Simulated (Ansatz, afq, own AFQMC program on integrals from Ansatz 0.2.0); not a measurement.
**Where AFQMC and coupled cluster stand for CH6Si, triplet**

```
atom    x (Å)    y (Å)    z (Å)
  Si  -0.9103   0.0000   0.0000
   H  -1.4051   1.3997   0.0000
   H  -1.4051  -0.6999   1.2122
   H  -1.4051  -0.6999  -1.2122
   H   0.5743   0.0000   0.0000
   C   2.0247   0.0000   0.0000
   H   2.4392   0.0000   0.9962
   H   2.4392   0.0000  -0.9962
```

Basis cc-pVDZ. Noble-gas cores (and the filled d shells of Ga–Kr and In–Xe) are frozen. Ansatz 0.2.0 and our own AFQMC program on the same integrals; the CISD trial comes from CCSD amplitudes, and released means the phaseless constraint is let go. Uncertainties: one standard error, sampling alone.

Determinant: UHF, the one that the program's search chose, which needn't be the lowest solution. The geometry is a point of a scan.

No full CI on the walks' own integrals is used here; CCSDT(Q) serves as the reference and is uncertain by about the last step of the cluster series.

Cautions: lower spins were not checked.

- T1 diagnostic: 0.0146
- weight of the determinant in the CISD state: 0.872
- ⟨S²⟩ of the determinant: 2.032
- size of the correlated space: 14 electrons in 56 orbitals

Reference: CCSDT(Q), correlation energy -7.718 eV. The released energy is read at 2.40 1/Eh (meV from the phaseless value at times in 1/Eh: 0 ± 3 at 0.24, 1.0 ± 2.4 at 0.51, -3 ± 3 at 0.99, -1 ± 4 at 1.62, 2 ± 4 at 2.40).

| level | E − E(reference) (kJ/mol) | share of correlation (%) |
| --- | --- | --- |
| HF | 744.6 | 0.00 |
| MP2 | 152.4 | 79.53 |
| CCSD | 18.9 | 97.46 |
| CCSD(T) | 3.7 | 99.50 |
| CCSDT | 0.6 | 99.92 |
| ph-AFQMC/HF | -3.9 ± 2.3 | 100.53 |
| ph-AFQMC/CISD | 0.2 ± 0.3 | 99.98 |
| released AFQMC | 0.4 ± 0.4 | 99.95 |

A walk keeps the symmetry of its determinant, which the program's search chose and which needn't be the lowest solution, so a lower state of the same spin and another symmetry isn't excluded. Released energies are given only where the last usable release times agree within the noise; a slower fall can still hide under it.
